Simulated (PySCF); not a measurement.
Cartesian coordinates in Å; atom numbers follow the order of the lines, from 1:
```xyz
8

C     0.987    0.772   -0.077
C     0.141   -0.101    0.473
C    -0.990   -0.635   -0.310
O    -1.278   -0.395   -1.436
F    -1.725   -1.482    0.422
H     0.845    1.094   -1.113
H     1.832    1.179    0.483
H     0.244   -0.451    1.503
```

Geometry: PBE0-D3(BJ)/def2-SVP; GIAO shifts from PySCF 2.14.0 with density-fitted response routines, gas phase, non-relativistic, averaged over equivalent atoms.

At mPW1PW91/pcSseg-2 (222 basis functions, 13 s wall time on 1 thread of an Arm Neoverse V1, shared host):
```json
{"atoms": "C3", "δ (ppm)": "167.4"}
{"atoms": "C1", "δ (ppm)": "153.0"}
{"atoms": "C2", "δ (ppm)": "135.4"}
{"atoms": "O4", "δ (ppm)": "414.4"}
{"atoms": "F5", "δ (ppm)": "37.9"}
{"atoms": "H6", "δ (ppm)": "7.22"}
{"atoms": "H7", "δ (ppm)": "6.44"}
{"atoms": "H8", "δ (ppm)": "6.31"}
```

Scale: 13C (σref 183.53) and 1H (σref 31.29) against TMS; 17O (σref 327.10) vs H2O; 19F (σref 177.19) vs CFCl3 (reference shieldings calculated alike).

Estimate the result of repeating the calculation with B3LYP/pcSseg-2.

Answers


| atoms | δ at B3LYP/pcSseg-2 | change |
| --- | --- | --- |
| C3 | 167.7 | +0.3 |
| C1 | 151.7 | -1.3 |
| C2 | 135.2 | -0.2 |
| O4 | 413.1 | -1.3 |
| F5 | 33.8 | -4.1 |
| H6 | 7.15 | -0.07 |
| H7 | 6.34 | -0.10 |
| H8 | 6.27 | -0.04 |

Shifts are taken against calculated references (same method and geometry level): 13C (179.19 ppm), 1H (31.39 ppm) against TMS; 17O (325.85 ppm) vs H2O; 19F (169.74 ppm) against CFCl3.

The largest change is at F5 (fluorine bonded to C). Cost: 222 basis functions, 13 s wall time on 1 thread of an Arm Neoverse V1, shared host. The order of the carbon signals is the same at both levels.

Unscaled 19F shifts against computed CFCl3 carry errors that often reach 10 to 50 ppm. Unscaled 17O shifts of doubly bonded oxygen tend to come out too high, by tens of ppm or more. Experimental scales use liquid or dissolved standards, which lie at an offset from isolated H2O (liquid H2O: subtract about 36 ppm).
